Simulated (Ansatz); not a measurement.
## Point defect: Pb vacancy in Pb

Method: DFT r2SCAN, scalar-relativistic, plane waves, PAW in Ansatz 0.2.0. Run with 500 eV cutoff, 3×3×3 k-mesh, Gaussian smearing of 0.10 eV, no spin polarisation.

Host crystal, relaxed:

```yaml
crystal:
  lattice:
    - [0.00000, 2.49777, 2.49777]
    - [2.49777, 0.00000, 2.49777]
    - [2.49777, 2.49777, 0.00000]
  atoms:
    - { symbol: Pb, position: [0.00000, 0.00000, 0.00000] }
```

Supercell of 27 atoms, rows in host cell vectors: 3 -3 0; 3 0 -3; 3 0 0. Atoms relax at the host's cell, keeping the symmetry that the supercell leaves at the site. The cell is small, so energies carry finite-size errors of tenths of an eV. The host is a metal. Atoms are taken from and returned to the elements' standard states.

Spin-orbit coupling is left out, which matters for the bands and energies of heavy elements.

Defect: Pb vacancy set at (0.000, 0.000, 0.000) of the host cell. Before relaxation its nearest neighbours are 12 Pb at 3.53 Å.

```tsv
charge	E_f at the valence band top (eV)	moment (μB)	largest move (Å)	atoms near the site
0	0.40	0.00	0.08	12 Pb at 3.61 Å
```

Cost: 2 runs of about 13 core-minutes in all, on Intel Xeon Processor @ 2.70GHz (shared hosts).